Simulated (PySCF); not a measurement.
## EPR parameters of C6H9

Species: C₆H₉ (doublet state).
Z-matrix (Å and degrees, GFN2-xTB geometry), rows numbered from 1:
```
C 
C   1  1.2943
C   2  1.4282  1  145.47
C   3  1.5163  2  114.22  1    99.50
C   3  1.5287  2  119.23  1   -47.77
C   5  1.4934  3   60.14  2  -107.17
H   1  1.0933  2  123.95  3    -0.86
H   1  1.0810  2  122.02  3   179.63
H   4  1.0887  3  110.36  2    59.76
H   4  1.0888  3  110.19  2   -59.79
H   4  1.0873  3  110.52  2   179.94
H   5  1.0796  3  117.14  6  -109.17
H   5  1.0790  3  117.69  6   108.43
H   6  1.0798  3  117.64  5   109.00
H   6  1.0797  3  117.78  5  -108.23
```

The hyperfine couplings belong to this conformer and change with its torsions.

The species is `[C](C1(CC1)C)=C` [radical].

The calculation used PySCF 2.14.0, UKS B3LYP, pcH-1 on C H, non-relativistic, mean-field spin-orbit, GIAO. The structure is a single GFN2-xTB conformer in the gas phase; no vibrational or solvent corrections. The geometry wasn't refined by DFT: couplings that depend on bond lengths, twists or pyramidal angles can differ widely from those at the functional's own minimum. Stability of the SCF solution: not tested.

| Property | Result |
| --- | --- |
| g1, g2, g3 | 2.00153, 2.00217, 2.00291 |
| g_iso | 2.00221 |
| Form of g | rhombic: the two nearest values differ by 47 % of g3 − g1 |
| ⟨S²⟩ | 0.7586 (exact 0.7500) |
| α and β electrons | 23, 22 |
| Total energy | -233.95206 Eh |

Isotropic coupling and dipolar principal values T1 to T3, in G; ρ(0) is the spin density at the nucleus (MHz turned into gauss with g_iso; 10 G = 1 mT):

```json
{"atom": "C1", "isotope": "13C", "a_iso": "-0.4", "T1": "-6.0", "T2": "0.6", "T3": "5.4", "Mulliken spin population": "-0.15", "ρ(0) (bohr⁻³)": "-0.0009"}
{"atom": "C2", "isotope": "13C", "a_iso": "85.0", "T1": "-27.9", "T2": "-21.0", "T3": "48.9", "Mulliken spin population": "0.94", "ρ(0) (bohr⁻³)": "0.2120"}
{"atom": "C3", "isotope": "13C", "a_iso": "3.7", "T1": "-2.2", "T2": "-1.2", "T3": "3.4", "Mulliken spin population": "-0.06", "ρ(0) (bohr⁻³)": "0.0092"}
{"atom": "C4", "isotope": "13C", "a_iso": "1.3", "T1": "-0.4", "T2": "-0.3", "T3": "0.7", "Mulliken spin population": "0.00", "ρ(0) (bohr⁻³)": "0.0032"}
{"atom": "C5", "isotope": "13C", "a_iso": "16.2", "T1": "-3.4", "T2": "-3.4", "T3": "6.8", "Mulliken spin population": "0.10", "ρ(0) (bohr⁻³)": "0.0404"}
{"atom": "C6", "isotope": "13C", "a_iso": "9.7", "T1": "-1.9", "T2": "-1.8", "T3": "3.7", "Mulliken spin population": "0.04", "ρ(0) (bohr⁻³)": "0.0241"}
{"atom": "H7", "isotope": "1H", "a_iso": "60.8", "T1": "-1.5", "T2": "-0.7", "T3": "2.2", "Mulliken spin population": "0.09", "ρ(0) (bohr⁻³)": "0.0381"}
{"atom": "H8", "isotope": "1H", "a_iso": "39.4", "T1": "-2.2", "T2": "-1.8", "T3": "4.0", "Mulliken spin population": "0.04", "ρ(0) (bohr⁻³)": "0.0247"}
{"atom": "H9", "isotope": "1H", "a_iso": "-0.9", "T1": "-1.3", "T2": "-1.0", "T3": "2.3", "Mulliken spin population": "0.00", "ρ(0) (bohr⁻³)": "-0.0005"}
{"atom": "H10", "isotope": "1H", "a_iso": "-0.6", "T1": "-1.0", "T2": "-0.8", "T3": "1.9", "Mulliken spin population": "0.00", "ρ(0) (bohr⁻³)": "-0.0004"}
{"atom": "H11", "isotope": "1H", "a_iso": "-0.3", "T1": "-0.7", "T2": "-0.5", "T3": "1.2", "Mulliken spin population": "0.00", "ρ(0) (bohr⁻³)": "-0.0002"}
{"atom": "H12", "isotope": "1H", "a_iso": "4.7", "T1": "-1.9", "T2": "-0.4", "T3": "2.3", "Mulliken spin population": "0.01", "ρ(0) (bohr⁻³)": "0.0030"}
{"atom": "H13", "isotope": "1H", "a_iso": "-2.4", "T1": "-2.0", "T2": "-0.3", "T3": "2.3", "Mulliken spin population": "0.00", "ρ(0) (bohr⁻³)": "-0.0015"}
{"atom": "H14", "isotope": "1H", "a_iso": "1.0", "T1": "-1.1", "T2": "-0.7", "T3": "1.8", "Mulliken spin population": "0.00", "ρ(0) (bohr⁻³)": "0.0006"}
{"atom": "H15", "isotope": "1H", "a_iso": "-0.5", "T1": "-1.8", "T2": "-0.6", "T3": "2.4", "Mulliken spin population": "0.00", "ρ(0) (bohr⁻³)": "-0.0003"}
```

The largest Mulliken spin populations are on C2 (+0.94), C1 (-0.15), C5 (+0.10) and H7 (+0.09). No atom but C2 exceeds +0.15.

Axes: g1 points within 14° of the C2–C3 bond and g2 points within 14° of the C1–H7 bond.

Under fast tumbling the dipolar parts average out, and these isotropic splittings remain: 1 × 1H (H7, I = 1/2, 2 lines) with 6.08 mT, 1 × 1H (H8, I = 1/2, 2 lines) with 3.94 mT, 2 × 1H (H12/H14, I = 1/2, 3 lines) with 0.29 mT, 2 × 1H (H13/H15, I = 1/2, 3 lines) with 0.14 mT and 3 × 1H (H9/H10/H11, I = 1/2, 4 lines) with 0.06 mT.

Class means assume fast exchange of nuclei equivalent by connectivity; if that motion is slow, each nucleus keeps its own coupling. The 1H value of +8.1 MHz is a mean of couplings from 2.8 to 13.3 MHz in this one geometry, not an average over conformers. The 1H value of -4.1 MHz is a mean of couplings from -6.8 to -1.3 MHz in this one geometry, not an average over conformers.

The 13C coupling of C2 (238.3 MHz) shows only in satellite lines or after enrichment, since that isotope makes up about 1.07 % of natural carbon.
